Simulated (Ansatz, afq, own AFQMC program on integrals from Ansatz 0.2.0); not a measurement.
**Atomization energy of C₂H, doublet**

```xyz
3

C     0.0000    0.0000    0.0447
C     0.0000    0.0000   -1.1555
H     0.0000    0.0000    1.1107
```

Connectivity, by distances: CH–C.

Atoms in their ground-state spins without spin–orbit coupling (mostly on UHF) minus the molecule (ROHF), without zero-point energy. The geometry is a stationary point, not shown to be a minimum.

Basis cc-pVDZ. Only valence electrons are correlated. AFQMC by an in-house program on the Cholesky factors that Ansatz 0.2.0 writes for its CCSD(T) run. ph-AFQMC/CISD is guided by a CISD state made of CCSD amplitudes; releasing the constraint for a short imaginary time cuts its bias at the price of noise, slowly where states lie close. Free AFQMC starts from the CCSD state and is never constrained. Its projection time is finite, and what remains of the start isn't in its error. Uncertainties: one standard error, sampling alone. The errors of all members are added in quadrature.

No full CI on the walks' own integrals is used here; CCSDTQ serves as the reference and is uncertain by about the last step of the cluster series. Each member takes its own surest rung, up to full CI.

Errors are counted within cc-pVDZ, not against nature.

Cautions: C₂H (doublet): a spin-contaminated unrestricted determinant lies lower (UHF 413 meV lower, ⟨S²⟩ 1.11), the released energies are still falling, so no released level is given (meV from the phaseless value at times in 1/Eh: -9 ± 3 at 0.24, -15 ± 7 at 0.51, -32.0 ± 2.4 at 0.99, -37 ± 3 at 1.62, -42 ± 4 at 2.40), though the last usable value meets CCSDTQ within the noise, the ph-AFQMC/HF walk drifts between its halves (2.3 errors), its ph-AFQMC/CISD value lies 48 ± 5 meV above CCSDTQ.

Reference (CCSDTQ): 10.336 eV.

| level | atomization energy (eV) | error against CCSDTQ (eV) |
| --- | --- | --- |
| HF | 7.327 | -3.009 |
| MP2 | 10.684 | 0.348 |
| CCSD | 10.071 | -0.265 |
| CCSD(T) | 10.309 | -0.027 |
| CCSDT | 10.313 | -0.023 |
| CCSDT(Q) | 10.339 | 0.003 |
| ph-AFQMC/HF | 10.289 ± 0.027 | -0.047 ± 0.027 |
| ph-AFQMC/CISD | 10.295 ± 0.005 | -0.041 ± 0.005 |
| free AFQMC | 10.341 ± 0.008 | 0.005 ± 0.008 |

Correlation beyond CCSD(T) adds 0.027 eV. The perturbative (T) step is worth +0.238 eV.

CCSDT and higher add their correlation energy to the determinant of the CCSD(T) run, since their own runs factorise the integrals more tightly (a shift of under 2 meV). Free projections are given only where their last times agree within the noise and don't stop above the reference; a slow remainder of the start can still hide under it. A walk keeps the symmetry of its determinant, which the program's search chose and which needn't be the lowest solution, so a lower state of the same spin and another symmetry isn't excluded.
